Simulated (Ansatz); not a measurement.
**SiO (triplet): from Hartree-Fock to the top rungs at distance Si1–O2 = 1.724 Å, 6-31G**

Aim: climb from Hartree-Fock through coupled cluster and multireference methods for SiO (triplet) at one geometry and basis, and see what each rung misses.

Method: 6-31G, core rule «outside noble gas», up to 6 orbitals frozen; program: Ansatz 0.2.0, Gaussian basis.

The runs, in order: UHF; CCSD(T) on ROHF; CCSD(T) on UHF; BCCD(T) on ROHF; CISD as a restricted active space (open shells left free, so some higher excitations enter); CCSDT(Q) on ROHF; CCSDT(Q) on UHF; CISDTQ; CCSDTQ on ROHF; CCSDTQ on UHF; CASSCF and MRCISD+Q, 4 electrons in 4 orbitals; CASSCF and NEVPT2, 4 electrons in 4 orbitals; CASSCF and MRCISD+Q, 10 electrons in 8 orbitals; CASSCF and NEVPT2, 10 electrons in 8 orbitals; Full CI.

26 further runs of the same task are left out: 5 for a known fault of the program, 19 that didn't finish, 2 set aside as unsound or not needed. Runs told in other sessions of the task aren't counted.

### Step 1. The system

The geometry derives from a PBE0/def2-TZVP stationary point (not a proven minimum). One bond is set to the value named and the two fragments are kept rigid.

2 atoms, charge 0, spin multiplicity 3.

Atoms are counted from 1 here; the program's logs count them from 0.

Bond lengths: Si1–O2 1.724 Å.

### Step 2. UHF

in.yaml

```yaml
crystal:
  periodic: [false, false, false]
  atoms:
    - {symbol: Si, position_ang: [0.000000, 0.000000, 0.000000]}
    - {symbol: O, position_ang: [0.000000, 0.000000, 1.723500]}
basis:
  gaussian: {orbitals: 6-31G}
magnetization: {spin_polarized: true, initial_magnetization: 2}
hamiltonian: {xc: hf}
output: {orbitals: {seedname: orbitals}}
```

Started as:

```console
ansatz run in.yaml --threads 1 --pin off --events-out ev --progress --plain --max-ram 2393MiB
```

After this run come: CCSD(T) on ROHF; CCSD(T) on UHF; BCCD(T) on ROHF; CISD as a restricted active space (open shells left free, so some higher excitations enter); CCSDT(Q) on ROHF; CCSDT(Q) on UHF; CISDTQ; CCSDTQ on ROHF; CCSDTQ on UHF; CASSCF and MRCISD+Q, 4 electrons in 4 orbitals; CASSCF and NEVPT2, 4 electrons in 4 orbitals; CASSCF and MRCISD+Q, 10 electrons in 8 orbitals; CASSCF and NEVPT2, 10 electrons in 8 orbitals; Full CI.

Before running them: what should the planned runs give, taken together? Wanted: FCI from the RHF energy; RMP2 from FCI; UMP2 from FCI; RCCSD from FCI; RCCSD(T) from FCI; UCCSD(T) from FCI; RCCSDT(Q) from FCI; UCCSDT(Q) from FCI; NEVPT2 valence from FCI.

As calculated:

| quantity | value |
| --- | --- |
| FCI from the ROHF energy | -3.9546 eV |
| RMP2 from FCI | +777.8 meV |
| UMP2 from FCI | +764.7 meV |
| RCCSD from FCI | +317.7 meV |
| RCCSD(T) from FCI | +212.2 meV |
| UCCSD(T) from FCI | +211.6 meV |
| RCCSDT(Q) from FCI | -5.8 meV |
| UCCSDT(Q) from FCI | -9.4 meV |
| NEVPT2 valence from FCI | +513.5 meV |
| MRCISD+Q valence from FCI | +49.3 meV |
| levels within 1 kcal/mol (43 meV) | RCCSDT, UCCSDT, RCCSDT(Q), UCCSDT(Q), RCCSDTQ, UCCSDTQ |
| T1 diagnostic | 0.025 |
| effectively unpaired electrons | 2.42 |

RCCSD(T) misses by +212.2 meV, 5.4 % of the correlation energy. RCCSDT(Q), UCCSDT(Q) fall below full CI: unrestricted runs freeze a spin-polarised core, another one than full CI's, and coupled cluster isn't variational. The occupations show static correlation (2.42 effectively unpaired electrons where one determinant has 2). Of the multireference levels listed MRCISD+Q valence comes nearest in total energy (+49.3 meV), which doesn't show that its space is the better one. These misses are within one basis, not against nature; the frozen cores of restricted and unrestricted runs differ, which can shift their rows.

Levels on UHF freeze UHF's core orbitals, full CI those of ROHF, so the U rows can settle a little off it for that reason alone.

With open shells the CI space here admits some higher excitations, so it is larger than plain CISD.
